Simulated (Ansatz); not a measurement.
Basis sets compared for MgMe(OH) (CH4MgO). Total charge 0; singlet. Geometry PBE0-D4/def2-TZVP. Ansatz on 4 threads of Arm Neoverse V2 on a shared host; times are rough, and most runs start from earlier orbitals.

Cartesian coordinates in Å:
```
Mg 0.3255 -0.4738 0.4301
C -0.6080 0.8958 -0.8152
H -1.5155 1.3011 -0.3577
H -0.8989 0.4413 -1.7670
H 0.0459 1.7422 -1.0454
O 1.1214 -1.6389 1.4886
H 1.5296 -2.2675 2.0666
```

Binding counts from free atoms (Mg singlet, C triplet, H doublet, O triplet) in the same basis, without a counterpoise term.

| level | functions | energy (Eh) | HOMO (eV) | LUMO (eV) | binding per atom (eV) | wall time |
| --- | --- | --- | --- | --- | --- | --- |
| HF/STO-3G | 23 | -310.6772 | -6.16 | 10.66 | 3.11 | 0.05 s |
| HF/6-31G | 39 | -314.6476 | -9.94 | 1.86 | 2.34 | 0.1 s |
| PBE-D4/def2-SVP | 66 | -315.4237 | -5.96 | -1.24 | 3.47 | 0.4 s |
| PBE-D4/def2-TZVP | 118 | -315.6361 | -6.08 | -1.39 | 3.46 | 0.6 s |
| r2SCAN-D4/def2-TZVP | 118 | -315.8091 | -6.22 | -0.90 | 3.44 | 1.2 s |
| PBE0-D4/def2-SVP | 66 | -315.4515 | -7.24 | -0.57 | 3.40 | 0.45 s |
| PBE0-D4/def2-TZVP | 118 | -315.6610 | -7.25 | -0.69 | 3.39 | 0.8 s |

Question: Estimate the rows for PBE-D4/def2-TZVPD, r2SCAN-D4/def2-TZVPD, PBE0-D4/def2-TZVPD.

Answer: 
```json
{"level": "PBE-D4/def2-TZVPD", "functions": "148", "energy (Eh)": "-315.6382", "HOMO (eV)": "-6.12", "LUMO (eV)": "-1.47", "binding per atom (eV)": "3.46", "wall time": "0.9 s"}
{"level": "r2SCAN-D4/def2-TZVPD", "functions": "148", "energy (Eh)": "-315.8105", "HOMO (eV)": "-6.24", "LUMO (eV)": "-0.97", "binding per atom (eV)": "3.44", "wall time": "1.6 s"}
{"level": "PBE0-D4/def2-TZVPD", "functions": "148", "energy (Eh)": "-315.6627", "HOMO (eV)": "-7.27", "LUMO (eV)": "-0.79", "binding per atom (eV)": "3.39", "wall time": "1 s"}
```
